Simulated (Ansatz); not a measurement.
# ClF: interaction energy of a dimer with the counterpoise correction in Python

The task is the interaction energy of a dimer with the counterpoise correction, for ClF.

Program: the Python package of Ansatz 0.2.0. Level of theory: MP2/def2-SVPD. These are calculated values, not measurements.

### Step 1. The structure

Bond lengths: F1–Cl2 1.706 Å.

No structure file is read: the coordinates are typed or built in the script.

### Step 2. Script

dimer_clf.py

```python
import ansatz

BASIS_SET = 'def2-SVPD'
LEVEL = 'mp2'

FIRST = [
    ('F', (0.853, 0.0, 0.0)),
    ('Cl', (-0.853, 0.0, 0.0)),
]
SECOND = [
    ('F', (-1.0361, -3.0799, -0.9679)),
    ('Cl', (0.1625, -4.2485, -1.2972)),
]

def energy(atoms, ghosts=()):
    molecule = ansatz.Crystal.molecule()
    for symbol, xyz in atoms:
        molecule = molecule.atom(symbol, xyz)
    calc = (
        molecule.calculation()
        .basis(gaussian=BASIS_SET)
        .correlation(LEVEL)
    )
    deck = calc.input()
    if ghosts:
        deck = deck.set(ansatz.key.basis.gaussian.ghost_atoms, [{'symbol': s, 'position_ang': list(xyz)} for s, xyz in ghosts])
    return ansatz.Session.from_dict(deck).plan().execute().report['free_energy_ev']

both = energy(FIRST + SECOND)
alone = energy(FIRST) + energy(SECOND)
ghosted = energy(FIRST, SECOND) + energy(SECOND, FIRST)
print(f'dimer {both:.6f} eV')
print(f'interaction, uncorrected   {96.485332 * (both - alone):8.3f} kJ/mol')
print(f'interaction, counterpoise  {96.485332 * (both - ghosted):8.3f} kJ/mol')
print(f'basis-set superposition    {96.485332 * (alone - ghosted):8.3f} kJ/mol')
```

### Step 3. Launch

Started as:

```console
> python dimer_clf.py
```

The program printed:

```text
dimer -30420.648777 eV
interaction, uncorrected     -4.831 kJ/mol
interaction, counterpoise    -0.559 kJ/mol
basis-set superposition       4.273 kJ/mol
```

It took 2.5 s on 1 thread of Intel Xeon 6975P-C (Granite Rapids), shared host; peak memory 0.23 GiB.

Lines on the test bed's own set-up are left out of the output.

### Step 4. The engine's runs

From the records of these 5 runs:

```csv
run,system,ghost atoms,energy (eV),iterations in all,CPU time (s)
1,Cl2F2,not set,-30420.6488,14,0.91
2,ClF,not set,-15210.2994,12,0.15
3,ClF,not set,-15210.2993,12,0.14
4,ClF,a list of 2,-15210.3220,11,0.46
5,ClF,a list of 2,-15210.3210,11,0.46
```

Totals carry meaning only in balanced differences at one level of theory.

### Step 5. What came out

| quantity | value |
| --- | --- |
| interaction energy, uncorrected | -4.831 kJ/mol |
| interaction energy, counterpoise | -0.559 kJ/mol |
| runs compared | 5 |

What this shows: The counterpoise correction takes away 88 % of the apparent binding. Uncorrected it is -4.831 kJ/mol, with the counterpoise correction -0.559 kJ/mol; the difference, 4.27 kJ/mol, is the superposition error. The dimer is a generated trial pose of unrelaxed monomers, not a minimum, so the figure is no binding energy, and the basis set is small.
